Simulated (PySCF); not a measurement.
# BeH3O−, a complex of two parts: interaction energy, part 2 of 3

PySCF 2.14.0. Atoms count from 0, parts from 1.

## Step 5: Coupled-cluster interaction energy: CCSD(T) and MP2, 1.68 Å

The job: settings as JSON, then the geometry in Å.

```
{"job": {"kind": "intercc", "basis": "aug-cc-pVDZ", "basis_mid": "aug-cc-pVTZ", "basis_large": "aug-cc-pVQZ"}, "charge": -1, "multiplicity": 1, "parts": [{"atoms": "0-2", "charge": 0, "multiplicity": 1}, {"atoms": "3-4", "charge": -1, "multiplicity": 1}]}
Be     0.466566     0.342725     0.797949
H      1.661502     0.847604     0.157293
H     -0.556345     1.201124     1.310906
O      0.290481    -1.321865     0.939178
H      1.053552    -1.748401     0.549329
```

Method: CCSD(T)/aug-cc-pVDZ and MP2/aug-cc-pVTZ, aug-cc-pVQZ counterpoise interaction energy, frozen core, gas phase.

The program printed:

```text
part 1, own basis, geometry of the cluster: E = -15.7382395652 (as before)

part 2, own basis, geometry of the cluster: E = -75.4123744260 (as before)

part 1, own basis, relaxed alone: E = -15.7719336559 (as before)

part 2, own basis, relaxed alone: E = -75.4121667967 (as before)

cluster
final grid: 4008 points
cycle   1  E = -91.3041434180  dE = -7.561e-02  |g| = 1.087e-01  |ddm| = 1.766e+00
cycle   2  E = -91.3116638165  dE = -7.520e-03  |g| = 4.198e-02  |ddm| = 3.528e-01
cycle   3  E = -91.3128670998  dE = -1.203e-03  |g| = 1.673e-02  |ddm| = 1.535e-01
cycle   4  E = -91.3129747297  dE = -1.076e-04  |g| = 6.037e-03  |ddm| = 3.990e-02
cycle   5  E = -91.3129883235  dE = -1.359e-05  |g| = 1.283e-03  |ddm| = 1.531e-02
cycle   6  E = -91.3129896107  dE = -1.287e-06  |g| = 2.491e-04  |ddm| = 6.460e-03
cycle   7  E = -91.3129896678  dE = -5.716e-08  |g| = 5.808e-05  |ddm| = 1.123e-03
cycle   8  E = -91.3129896712  dE = -3.347e-09  |g| = 1.524e-05  |ddm| = 3.257e-04
cycle   9  E = -91.3129896714  dE = -1.957e-10  |g| = 2.779e-06  |ddm| = 7.504e-05
converged SCF energy = -91.3129896714

part 1 in the basis of the cluster
final grid: 4008 points
cycle   1  E = -15.7383168708  dE = -8.773e-05  |g| = 2.039e-03  |ddm| = 2.989e-01
cycle   2  E = -15.7383180028  dE = -1.132e-06  |g| = 2.681e-04  |ddm| = 4.781e-02
cycle   3  E = -15.7383180383  dE = -3.551e-08  |g| = 3.024e-05  |ddm| = 9.934e-03
cycle   4  E = -15.7383180391  dE = -7.805e-10  |g| = 5.386e-06  |ddm| = 1.122e-03
converged SCF energy = -15.7383180391

part 2 in the basis of the cluster
final grid: 4008 points
cycle   1  E = -75.4125268529  dE = -1.292e-04  |g| = 2.791e-03  |ddm| = 2.943e-01
cycle   2  E = -75.4125354176  dE = -8.565e-06  |g| = 8.030e-04  |ddm| = 4.527e-02
cycle   3  E = -75.4125367327  dE = -1.315e-06  |g| = 5.434e-04  |ddm| = 1.147e-02
cycle   4  E = -75.4125368681  dE = -1.354e-07  |g| = 1.234e-04  |ddm| = 1.668e-03
cycle   5  E = -75.4125369035  dE = -3.541e-08  |g| = 3.505e-05  |ddm| = 1.298e-03
cycle   6  E = -75.4125369048  dE = -1.306e-09  |g| = 5.941e-06  |ddm| = 2.463e-04
cycle   7  E = -75.4125369048  dE = -3.615e-11  |g| = 9.505e-07  |ddm| = 5.776e-05
converged SCF energy = -75.4125369048

Interaction energy (kcal/mol)
  counterpoise      -97.530
  uncorrected       -98.782
  dispersion part     0.000
  deformation        20.138
  binding           -77.391

Decomposition of the uncorrected value (kcal/mol)
  electrostatic    -107.961
  Pauli              59.076
  orbital           -52.999
  dispersion          0.000
  correlation         3.102

Charge of each part in the cluster: -0.131 -0.869
part 1, own basis, geometry of the cluster: E = -15.7391927419 (as before)

part 2, own basis, geometry of the cluster: E = -75.4171754352 (as before)

part 1, own basis, relaxed alone: E = -15.7730139238 (as before)

part 2, own basis, relaxed alone: E = -75.4169508141 (as before)

cluster
final grid: 4008 points
cycle   1  E = -91.3101039145  dE = -7.579e-02  |g| = 1.098e-01  |ddm| = 1.723e+00
cycle   2  E = -91.3176922222  dE = -7.588e-03  |g| = 4.300e-02  |ddm| = 3.444e-01
cycle   3  E = -91.3189075026  dE = -1.215e-03  |g| = 1.708e-02  |ddm| = 1.526e-01
cycle   4  E = -91.3190224406  dE = -1.149e-04  |g| = 6.387e-03  |ddm| = 4.205e-02
cycle   5  E = -91.3190366758  dE = -1.424e-05  |g| = 1.343e-03  |ddm| = 1.533e-02
cycle   6  E = -91.3190380365  dE = -1.361e-06  |g| = 2.550e-04  |ddm| = 6.562e-03
cycle   7  E = -91.3190380959  dE = -5.945e-08  |g| = 5.991e-05  |ddm| = 1.224e-03
cycle   8  E = -91.3190380994  dE = -3.501e-09  |g| = 1.597e-05  |ddm| = 3.385e-04
cycle   9  E = -91.3190380996  dE = -2.116e-10  |g| = 2.977e-06  |ddm| = 8.662e-05
converged SCF energy = -91.3190380996

part 1 in the basis of the cluster
final grid: 4008 points
cycle   1  E = -15.7391917073  dE = -7.961e-06  |g| = 5.527e-04  |ddm| = 1.387e-01
cycle   2  E = -15.7391917676  dE = -6.023e-08  |g| = 5.353e-05  |ddm| = 1.520e-02
cycle   3  E = -15.7391917688  dE = -1.211e-09  |g| = 5.644e-06  |ddm| = 2.349e-03
cycle   4  E = -15.7391917688  dE = -2.464e-11  |g| = 8.745e-07  |ddm| = 2.753e-04
converged SCF energy = -15.7391917688

part 2 in the basis of the cluster
final grid: 4008 points
cycle   1  E = -75.4172497297  dE = -5.005e-05  |g| = 1.611e-03  |ddm| = 2.231e-01
cycle   2  E = -75.4172537856  dE = -4.056e-06  |g| = 5.368e-04  |ddm| = 3.486e-02
cycle   3  E = -75.4172544339  dE = -6.483e-07  |g| = 3.915e-04  |ddm| = 9.969e-03
cycle   4  E = -75.4172545110  dE = -7.707e-08  |g| = 7.101e-05  |ddm| = 2.150e-03
cycle   5  E = -75.4172545221  dE = -1.112e-08  |g| = 2.263e-05  |ddm| = 9.029e-04
cycle   6  E = -75.4172545227  dE = -5.858e-10  |g| = 3.820e-06  |ddm| = 2.117e-04
converged SCF energy = -75.4172545227

Interaction energy (kcal/mol)
  counterpoise      -98.227
  uncorrected       -98.882
  dispersion part     0.000
  deformation        20.275
  binding           -77.952

Decomposition of the uncorrected value (kcal/mol)
  electrostatic    -107.232
  Pauli              58.333
  orbital           -53.168
  dispersion          0.000
  correlation         3.185

Charge of each part in the cluster: -0.131 -0.869
part 1 in the basis of the cluster: E(HF) = -15.735105066  E2 = -0.054881477  E(CCSD corr) = -0.073080817  (T) = -0.000628887
part 2 in the basis of the cluster: E(HF) = -75.396564525  E2 = -0.242888715  E(CCSD corr) = -0.241542667  (T) = -0.008559997
cluster: E(HF) = -91.290077496  E2 = -0.289749766  E(CCSD corr) = -0.309161933  (T) = -0.008204064

Counterpoise interaction energy (kcal/mol)
  hf_small                 -99.403
  mp2_small                -94.370
  ccsd_small               -95.975
  ccsdt_small              -95.357
  hf_large                -102.028
  mp2_large                -98.227
  hf_middle               -101.741
  mp2_middle               -97.530
  scs_mp2_large            -97.723
  mp2_limit                -98.527
  ccsdt_less_mp2            -0.988
  ccsdt_limit_estimate     -99.515
  bsse_mp2_large             0.655
```

Run time: 27 s. Hardware: 1 thread of Arm Neoverse N1, shared host; peak memory 0.54 GiB.

Contacts at this geometry (a selection, picked against the atoms' radii; other short pairs can be missing):

```csv
atoms,distance (Å),kind (by distance and angle),angle (°)
Be0···O3,1.68,bonding distance,–
Be0···H4,2.19,inside the van der Waals sum,–
```

Differences are taken before rounding.

```csv
method,interaction energy (kcal/mol),"from CCSD(T), limit estimate (kcal/mol)"
HF/aug-cc-pVDZ,-99.40,+0.11
MP2/aug-cc-pVDZ,-94.37,+5.15
CCSD/aug-cc-pVDZ,-95.98,+3.54
CCSD(T)/aug-cc-pVDZ,-95.36,+4.16
HF/aug-cc-pVQZ,-102.03,-2.51
MP2/aug-cc-pVQZ,-98.23,+1.29
SCS-MP2/aug-cc-pVQZ,-97.72,+1.79
"MP2, extrapolated",-98.53,+0.99
"CCSD(T), limit estimate",-99.52,0
```

These energies keep the parts at their geometry in the cluster; deforming them to it costs 20.27 kcal/mol (MP2).

## Step 6: Coupled-cluster interaction energy: CCSD(T) and MP2, 1.45 Å

Settings changed since step 5:

```diff
@@ -4,3 +4,3 @@
 H     -0.556345     1.201124     1.310906
-O      0.290481    -1.321865     0.939178
-H      1.053552    -1.748401     0.549329
+O      0.314493    -1.094876     0.919920
+H      1.077564    -1.521412     0.530070
```

With the program's defaults for keys left out, this is: CCSD(T)/aug-cc-pVDZ and MP2/aug-cc-pVTZ, aug-cc-pVQZ counterpoise interaction energy, frozen core, gas phase.

The program printed:

```text
part 1, own basis, geometry of the cluster: E = -15.7382395652 (as before)

part 2, own basis, geometry of the cluster: E = -75.4123744260 (as before)

part 1, own basis, relaxed alone: E = -15.7719336559 (as before)

part 2, own basis, relaxed alone: E = -75.4121667967 (as before)

cluster
final grid: 4008 points
cycle   1  E = -91.3076393199  dE = -1.083e-01  |g| = 1.310e-01  |ddm| = 2.395e+00
cycle   2  E = -91.3167033783  dE = -9.064e-03  |g| = 4.240e-02  |ddm| = 4.619e-01
cycle   3  E = -91.3179197556  dE = -1.216e-03  |g| = 1.562e-02  |ddm| = 1.636e-01
cycle   4  E = -91.3180230242  dE = -1.033e-04  |g| = 5.704e-03  |ddm| = 5.183e-02
cycle   5  E = -91.3180325262  dE = -9.502e-06  |g| = 1.236e-03  |ddm| = 1.324e-02
cycle   6  E = -91.3180335344  dE = -1.008e-06  |g| = 1.446e-04  |ddm| = 7.976e-03
cycle   7  E = -91.3180335549  dE = -2.051e-08  |g| = 2.465e-05  |ddm| = 1.328e-03
cycle   8  E = -91.3180335554  dE = -4.788e-10  |g| = 6.240e-06  |ddm| = 1.923e-04
converged SCF energy = -91.3180335554

part 1 in the basis of the cluster
final grid: 4008 points
cycle   1  E = -15.7383347178  dE = -1.065e-04  |g| = 2.387e-03  |ddm| = 3.543e-01
cycle   2  E = -15.7383361592  dE = -1.441e-06  |g| = 3.181e-04  |ddm| = 5.560e-02
cycle   3  E = -15.7383362066  dE = -4.742e-08  |g| = 3.672e-05  |ddm| = 1.178e-02
cycle   4  E = -15.7383362077  dE = -1.136e-09  |g| = 6.517e-06  |ddm| = 1.392e-03
cycle   5  E = -15.7383362078  dE = -4.962e-11  |g| = 1.146e-06  |ddm| = 6.097e-05
converged SCF energy = -15.7383362078

part 2 in the basis of the cluster
final grid: 4008 points
cycle   1  E = -75.4125389324  dE = -1.403e-04  |g| = 2.940e-03  |ddm| = 3.135e-01
cycle   2  E = -75.4125481080  dE = -9.176e-06  |g| = 8.396e-04  |ddm| = 5.077e-02
cycle   3  E = -75.4125495203  dE = -1.412e-06  |g| = 5.678e-04  |ddm| = 1.332e-02
cycle   4  E = -75.4125496675  dE = -1.473e-07  |g| = 1.308e-04  |ddm| = 1.937e-03
cycle   5  E = -75.4125497072  dE = -3.968e-08  |g| = 3.771e-05  |ddm| = 1.528e-03
cycle   6  E = -75.4125497087  dE = -1.507e-09  |g| = 6.547e-06  |ddm| = 2.709e-04
cycle   7  E = -75.4125497088  dE = -4.466e-11  |g| = 1.022e-06  |ddm| = 6.455e-05
converged SCF energy = -75.4125497088

Interaction energy (kcal/mol)
  counterpoise      -98.069
  uncorrected       -99.628
  dispersion part     0.000
  deformation        20.138
  binding           -77.931

Decomposition of the uncorrected value (kcal/mol)
  electrostatic    -142.341
  Pauli             111.759
  orbital           -74.467
  dispersion          0.000
  correlation         5.421

Charge of each part in the cluster: -0.132 -0.868
part 1, own basis, geometry of the cluster: E = -15.7391927419 (as before)

part 2, own basis, geometry of the cluster: E = -75.4171754352 (as before)

part 1, own basis, relaxed alone: E = -15.7730139238 (as before)

part 2, own basis, relaxed alone: E = -75.4169508141 (as before)

cluster
final grid: 4008 points
cycle   1  E = -91.3140788449  dE = -1.084e-01  |g| = 1.330e-01  |ddm| = 2.490e+00
cycle   2  E = -91.3232008782  dE = -9.122e-03  |g| = 4.351e-02  |ddm| = 4.641e-01
cycle   3  E = -91.3244271523  dE = -1.226e-03  |g| = 1.576e-02  |ddm| = 1.672e-01
cycle   4  E = -91.3245369988  dE = -1.098e-04  |g| = 5.950e-03  |ddm| = 5.599e-02
cycle   5  E = -91.3245467367  dE = -9.738e-06  |g| = 1.296e-03  |ddm| = 1.283e-02
cycle   6  E = -91.3245477864  dE = -1.050e-06  |g| = 1.506e-04  |ddm| = 8.033e-03
cycle   7  E = -91.3245478082  dE = -2.181e-08  |g| = 2.563e-05  |ddm| = 1.591e-03
cycle   8  E = -91.3245478087  dE = -5.164e-10  |g| = 6.607e-06  |ddm| = 2.540e-04
converged SCF energy = -91.3245478087

part 1 in the basis of the cluster
final grid: 4008 points
cycle   1  E = -15.7391931449  dE = -9.907e-06  |g| = 6.368e-04  |ddm| = 1.608e-01
cycle   2  E = -15.7391932172  dE = -7.221e-08  |g| = 5.989e-05  |ddm| = 1.742e-02
cycle   3  E = -15.7391932186  dE = -1.441e-09  |g| = 6.272e-06  |ddm| = 2.653e-03
cycle   4  E = -15.7391932186  dE = -3.080e-11  |g| = 9.979e-07  |ddm| = 3.147e-04
converged SCF energy = -15.7391932186

part 2 in the basis of the cluster
final grid: 4008 points
cycle   1  E = -75.4172569397  dE = -5.629e-05  |g| = 1.718e-03  |ddm| = 2.914e-01
cycle   2  E = -75.4172612335  dE = -4.294e-06  |g| = 5.558e-04  |ddm| = 4.325e-02
cycle   3  E = -75.4172619190  dE = -6.854e-07  |g| = 4.045e-04  |ddm| = 1.160e-02
cycle   4  E = -75.4172620019  dE = -8.296e-08  |g| = 7.799e-05  |ddm| = 2.413e-03
cycle   5  E = -75.4172620157  dE = -1.377e-08  |g| = 2.393e-05  |ddm| = 1.164e-03
cycle   6  E = -75.4172620164  dE = -6.540e-10  |g| = 4.110e-06  |ddm| = 2.455e-04
converged SCF energy = -75.4172620164

Interaction energy (kcal/mol)
  counterpoise      -99.438
  uncorrected      -100.264
  dispersion part     0.000
  deformation        20.275
  binding           -79.163

Decomposition of the uncorrected value (kcal/mol)
  electrostatic    -141.855
  Pauli             110.902
  orbital           -74.571
  dispersion          0.000
  correlation         5.261

Charge of each part in the cluster: -0.132 -0.868
part 1 in the basis of the cluster: E(HF) = -15.735154665  E2 = -0.055149945  E(CCSD corr) = -0.073353254  (T) = -0.000641223
part 2 in the basis of the cluster: E(HF) = -75.396526966  E2 = -0.243177498  E(CCSD corr) = -0.241796920  (T) = -0.008609206
cluster: E(HF) = -91.291290963  E2 = -0.285536486  E(CCSD corr) = -0.305813664  (T) = -0.007663015

Counterpoise interaction energy (kcal/mol)
  hf_small                -100.156
  mp2_small                -92.130
  ccsd_small               -94.298
  ccsdt_small              -93.302
  hf_large                -105.480
  mp2_large                -99.438
  hf_middle               -104.887
  mp2_middle               -98.069
  scs_mp2_large            -98.856
  mp2_limit               -100.005
  ccsdt_less_mp2            -1.172
  ccsdt_limit_estimate    -101.176
  bsse_mp2_large             0.825
```

Wall time 27 s (1 thread of Arm Neoverse N1, shared host); peak memory 0.54 GiB.

Contacts at this geometry (a selection, picked against the atoms' radii; other short pairs can be missing):

```csv
atoms,distance (Å),kind (by distance and angle),angle (°)
Be0···O3,1.45,bonding distance,–
Be0···H4,1.98,inside the van der Waals sum,–
```

Differences are taken before rounding.

```csv
method,interaction energy (kcal/mol),"from CCSD(T), limit estimate (kcal/mol)"
HF/aug-cc-pVDZ,-100.16,+1.02
MP2/aug-cc-pVDZ,-92.13,+9.05
CCSD/aug-cc-pVDZ,-94.30,+6.88
CCSD(T)/aug-cc-pVDZ,-93.30,+7.87
HF/aug-cc-pVQZ,-105.48,-4.30
MP2/aug-cc-pVQZ,-99.44,+1.74
SCS-MP2/aug-cc-pVQZ,-98.86,+2.32
"MP2, extrapolated",-100.00,+1.17
"CCSD(T), limit estimate",-101.18,0
```

These energies keep the parts at their geometry in the cluster; deforming them to it costs 20.27 kcal/mol (MP2).

## Step 7: Coupled-cluster interaction energy: CCSD(T) and MP2, 1.91 Å

Settings changed since step 6:

```diff
@@ -4,3 +4,3 @@
 H     -0.556345     1.201124     1.310906
-O      0.314493    -1.094876     0.919920
-H      1.077564    -1.521412     0.530070
+O      0.266470    -1.548855     0.958436
+H      1.029541    -1.975391     0.568588
```

Method: CCSD(T)/aug-cc-pVDZ and MP2/aug-cc-pVTZ, aug-cc-pVQZ counterpoise interaction energy, frozen core, gas phase.

The program printed:

```text
part 1, own basis, geometry of the cluster: E = -15.7382395652 (as before)

part 2, own basis, geometry of the cluster: E = -75.4123744260 (as before)

part 1, own basis, relaxed alone: E = -15.7719336559 (as before)

part 2, own basis, relaxed alone: E = -75.4121667967 (as before)

cluster
final grid: 4008 points
cycle   1  E = -91.2827840721  dE = -5.294e-02  |g| = 9.342e-02  |ddm| = 1.331e+00
cycle   2  E = -91.2889619239  dE = -6.178e-03  |g| = 4.144e-02  |ddm| = 2.845e-01
cycle   3  E = -91.2900701065  dE = -1.108e-03  |g| = 2.411e-02  |ddm| = 1.278e-01
cycle   4  E = -91.2902899887  dE = -2.199e-04  |g| = 4.947e-03  |ddm| = 5.311e-02
cycle   5  E = -91.2903086506  dE = -1.866e-05  |g| = 1.463e-03  |ddm| = 1.692e-02
cycle   6  E = -91.2903107404  dE = -2.090e-06  |g| = 3.402e-04  |ddm| = 6.012e-03
cycle   7  E = -91.2903108588  dE = -1.183e-07  |g| = 7.704e-05  |ddm| = 1.483e-03
cycle   8  E = -91.2903108650  dE = -6.290e-09  |g| = 1.832e-05  |ddm| = 4.081e-04
cycle   9  E = -91.2903108653  dE = -2.497e-10  |g| = 3.118e-06  |ddm| = 8.182e-05
converged SCF energy = -91.2903108653

part 1 in the basis of the cluster
final grid: 4008 points
cycle   1  E = -15.7382942055  dE = -6.404e-05  |g| = 1.628e-03  |ddm| = 2.597e-01
cycle   2  E = -15.7382950129  dE = -8.074e-07  |g| = 2.137e-04  |ddm| = 4.063e-02
cycle   3  E = -15.7382950366  dE = -2.372e-08  |g| = 2.236e-05  |ddm| = 8.060e-03
cycle   4  E = -15.7382950371  dE = -4.294e-10  |g| = 3.963e-06  |ddm| = 8.049e-04
converged SCF energy = -15.7382950371

part 2 in the basis of the cluster
final grid: 4008 points
cycle   1  E = -75.4125100744  dE = -1.134e-04  |g| = 2.580e-03  |ddm| = 2.474e-01
cycle   2  E = -75.4125179707  dE = -7.896e-06  |g| = 7.614e-04  |ddm| = 3.900e-02
cycle   3  E = -75.4125191900  dE = -1.219e-06  |g| = 5.141e-04  |ddm| = 9.716e-03
cycle   4  E = -75.4125193124  dE = -1.224e-07  |g| = 1.134e-04  |ddm| = 1.397e-03
cycle   5  E = -75.4125193420  dE = -2.959e-08  |g| = 3.245e-05  |ddm| = 1.063e-03
cycle   6  E = -75.4125193432  dE = -1.125e-09  |g| = 5.431e-06  |ddm| = 2.269e-04
cycle   7  E = -75.4125193432  dE = -2.989e-11  |g| = 8.788e-07  |ddm| = 5.607e-05
converged SCF energy = -75.4125193432

Interaction energy (kcal/mol)
  counterpoise      -85.447
  uncorrected       -86.448
  dispersion part     0.000
  deformation        20.138
  binding           -65.309

Decomposition of the uncorrected value (kcal/mol)
  electrostatic     -81.585
  Pauli              31.877
  orbital           -37.945
  dispersion          0.000
  correlation         1.205

Charge of each part in the cluster: -0.124 -0.876
part 1, own basis, geometry of the cluster: E = -15.7391927419 (as before)

part 2, own basis, geometry of the cluster: E = -75.4171754352 (as before)

part 1, own basis, relaxed alone: E = -15.7730139238 (as before)

part 2, own basis, relaxed alone: E = -75.4169508141 (as before)

cluster
final grid: 4008 points
cycle   1  E = -91.2885654630  dE = -5.331e-02  |g| = 9.426e-02  |ddm| = 1.266e+00
cycle   2  E = -91.2948180454  dE = -6.253e-03  |g| = 4.222e-02  |ddm| = 2.719e-01
cycle   3  E = -91.2959412214  dE = -1.123e-03  |g| = 2.429e-02  |ddm| = 1.254e-01
cycle   4  E = -91.2961670266  dE = -2.258e-04  |g| = 5.186e-03  |ddm| = 5.335e-02
cycle   5  E = -91.2961862055  dE = -1.918e-05  |g| = 1.533e-03  |ddm| = 1.700e-02
cycle   6  E = -91.2961884452  dE = -2.240e-06  |g| = 3.501e-04  |ddm| = 6.282e-03
cycle   7  E = -91.2961885692  dE = -1.239e-07  |g| = 7.952e-05  |ddm| = 1.484e-03
cycle   8  E = -91.2961885757  dE = -6.564e-09  |g| = 1.919e-05  |ddm| = 4.546e-04
cycle   9  E = -91.2961885760  dE = -2.709e-10  |g| = 3.359e-06  |ddm| = 8.740e-05
converged SCF energy = -91.2961885760

part 1 in the basis of the cluster
final grid: 4008 points
cycle   1  E = -15.7391911520  dE = -6.665e-06  |g| = 4.816e-04  |ddm| = 1.124e-01
cycle   2  E = -15.7391912002  dE = -4.818e-08  |g| = 4.695e-05  |ddm| = 1.227e-02
cycle   3  E = -15.7391912011  dE = -9.602e-10  |g| = 5.033e-06  |ddm| = 1.901e-03
converged SCF energy = -15.7391912011

part 2 in the basis of the cluster
final grid: 4008 points
cycle   1  E = -75.4172420812  dE = -4.346e-05  |g| = 1.512e-03  |ddm| = 1.734e-01
cycle   2  E = -75.4172459003  dE = -3.819e-06  |g| = 5.185e-04  |ddm| = 2.848e-02
cycle   3  E = -75.4172465110  dE = -6.107e-07  |g| = 3.800e-04  |ddm| = 8.471e-03
cycle   4  E = -75.4172465823  dE = -7.138e-08  |g| = 6.434e-05  |ddm| = 1.885e-03
cycle   5  E = -75.4172465912  dE = -8.826e-09  |g| = 2.132e-05  |ddm| = 7.090e-04
cycle   6  E = -75.4172465917  dE = -5.223e-10  |g| = 3.534e-06  |ddm| = 1.790e-04
converged SCF energy = -75.4172465917

Interaction energy (kcal/mol)
  counterpoise      -85.798
  uncorrected       -86.318
  dispersion part     0.000
  deformation        20.275
  binding           -65.523

Decomposition of the uncorrected value (kcal/mol)
  electrostatic     -81.133
  Pauli              31.639
  orbital           -38.236
  dispersion          0.000
  correlation         1.411

Charge of each part in the cluster: -0.123 -0.877
part 1 in the basis of the cluster: E(HF) = -15.735060066  E2 = -0.054708826  E(CCSD corr) = -0.072895356  (T) = -0.000623636
part 2 in the basis of the cluster: E(HF) = -75.396504793  E2 = -0.242497160  E(CCSD corr) = -0.241187011  (T) = -0.008492533
cluster: E(HF) = -91.269652364  E2 = -0.293009174  E(CCSD corr) = -0.311502173  (T) = -0.008708800

Counterpoise interaction energy (kcal/mol)
  hf_small                 -86.651
  mp2_small                -84.018
  ccsd_small               -85.032
  ccsdt_small              -84.776
  hf_large                 -87.695
  mp2_large                -85.798
  hf_middle                -87.535
  mp2_middle               -85.448
  scs_mp2_large            -85.335
  mp2_limit                -85.938
  ccsdt_less_mp2            -0.759
  ccsdt_limit_estimate     -86.697
  bsse_mp2_large             0.519
```

Wall time 28 s (1 thread of Arm Neoverse N1, shared host); peak memory 0.54 GiB.

Contacts at this geometry (a selection, picked against the atoms' radii; other short pairs can be missing):

```csv
atoms,distance (Å),kind (by distance and angle),angle (°)
Be0···O3,1.91,coordination,–
```

Differences are taken before rounding.

```csv
method,interaction energy (kcal/mol),"from CCSD(T), limit estimate (kcal/mol)"
HF/aug-cc-pVDZ,-86.65,+0.05
MP2/aug-cc-pVDZ,-84.02,+2.68
CCSD/aug-cc-pVDZ,-85.03,+1.66
CCSD(T)/aug-cc-pVDZ,-84.78,+1.92
HF/aug-cc-pVQZ,-87.69,-1.00
MP2/aug-cc-pVQZ,-85.80,+0.90
SCS-MP2/aug-cc-pVQZ,-85.33,+1.36
"MP2, extrapolated",-85.94,+0.76
"CCSD(T), limit estimate",-86.70,0
```

These energies keep the parts at their geometry in the cluster; deforming them to it costs 20.27 kcal/mol (MP2).

(Part 2 of 3 ends here.)
